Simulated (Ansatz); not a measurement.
# AlS (quartet): r2SCAN, PBE0 over a scan of the distance Al1–S2, 6-31G

How well do these functionals follow the top wave-function level for AlS (quartet) over a scan of the distance Al1–S2?

Program: Ansatz 0.2.0, Gaussian basis. Level of theory: 6-31G, all electrons in the functionals. These are calculated values, not measurements.

The runs, in order: r2SCAN, PBE0, at 1.788 Å; 2.012 Å; 2.241 Å; 2.432 Å; 2.771 Å; 3.112 Å; 3.552 Å; 4.130 Å; 5.003 Å; 5.994 Å; 7.773 Å.

23 further runs of the same task are left out: 16 that didn't finish, 7 set aside as unsound or not needed. Runs told in other sessions of the task aren't counted.

## 1. What is computed

The geometry derives from a PBE0/def2-TZVP stationary point (not a proven minimum). One bond is set to the value named and the two fragments are kept rigid.

2 atoms, charge 0, spin multiplicity 4.

Atoms are counted from 1 here; the program's logs count them from 0.

Bond lengths: Al1–S2 2.241 Å.

No dispersion term is added.

The geometry shown and the zero of energy belong to the point 2.241 Å. The yardstick, FCI, and other wave-function levels (R restricted, U unrestricted, valence and pair active spaces) come from earlier runs.

## 2. r2SCAN, 1.788 Å

in.yaml reads:

```yaml
crystal:
  periodic: [false, false, false]
  atoms:
    - {symbol: Al, position_ang: [0.000000, 0.000000, 0.000000]}
    - {symbol: S, position_ang: [0.000000, 0.000000, 1.788000]}
basis:
  gaussian: {orbitals: 6-31G}
magnetization: {spin_polarized: true, initial_magnetization: 3}
hamiltonian: {xc: {name: r2SCAN}}
output: {forces: true}
```

Run with:

```bash
ansatz run in.yaml --threads 1 --pin off --events-out ev --progress --plain --max-ram 2393MiB
```

Further steps of the session: r2SCAN, 2.012 Å; r2SCAN, 2.241 Å; r2SCAN, 2.432 Å; r2SCAN, 2.771 Å; r2SCAN, 3.112 Å; r2SCAN, 3.552 Å; r2SCAN, 4.130 Å; r2SCAN, 5.003 Å; r2SCAN, 5.994 Å; r2SCAN, 7.773 Å; PBE0, 1.788 Å; PBE0, 2.012 Å; PBE0, 2.241 Å; PBE0, 2.432 Å; PBE0, 2.771 Å; PBE0, 3.112 Å; PBE0, 3.552 Å; PBE0, 4.130 Å; PBE0, 5.003 Å; PBE0, 5.994 Å; PBE0, 7.773 Å.

Before running them: what should the planned runs give, taken together? Wanted: span of the FCI curve; largest miss, r2SCAN; largest miss, PBE0.

The runs gave:

```
             quantity                value
span of the FCI curve             3.411 eV
 largest miss, r2SCAN  +0.648 eV (5.003 Å)
   largest miss, PBE0  +0.386 eV (5.994 Å)
```

What this shows: Of the functionals, PBE0 keep the smallest largest miss at the points compared (at most 0.386 eV) and r2SCAN strays most (0.648 eV, at 5.003 Å). Functionals and the yardstick converge differently with the basis, so part of each miss in 6-31G is the basis.
